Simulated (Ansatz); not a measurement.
Hematite (α-Fe2O3) was calculated with r²SCAN in Ansatz (plane waves, PAW).

Settings: plane-wave cutoff 500 eV, 10×10×10 k mesh, Fermi–Dirac smearing 0.05 eV, spin-polarised with opposed moments, scalar-relativistic PAW data made under PBE.

Cell (relaxed at this level):

Fe₂O₃ is modelled in the trigonal space group R-3c, hexagonal axes (No. 167), the corundum structure, Pearson symbol hR10. Conventional cell: a = b = 5.008 Å, c = 13.761 Å, α = β = 90.00°, γ = 120.00°. Fe on 12c has 3 O at 1.929 Å and 3 O at 2.118 Å. O on 18e is surrounded by 2 Fe at 1.929 Å and 2 Fe at 2.118 Å. (Neighbours: up to the widest gap in distance over summed covalent radii, below 1.35, at either atom; cation-cation and far metal-metal contacts left out.)
(The calculation used a cell of 10 atoms; values per cell refer to that cell.)

**Question.** What does this level give for the magnetic moment (largest site, within a sphere) and band gap?

**Answer.** 
- magnetic moment (largest site, within a sphere) = 3.70 μB
- band gap = 1.52 eV (on the SCF k mesh)

Measured, for comparison: band gap 2.6 eV (temperature not stated, not corrected to a static lattice, photoemission and inverse photoemission; as tabulated in Parkinson (2016), arXiv:1602.06774). Computed (rounded) less measured: band gap -1.08 eV.

Note: a magnet's gap depends somewhat on the PAW data.

Moments are spin moments.

Static lattice: no zero-point or thermal effects.

It cost very roughly 30 core-minutes of CPU time.

Ansatz is a first-principles code.
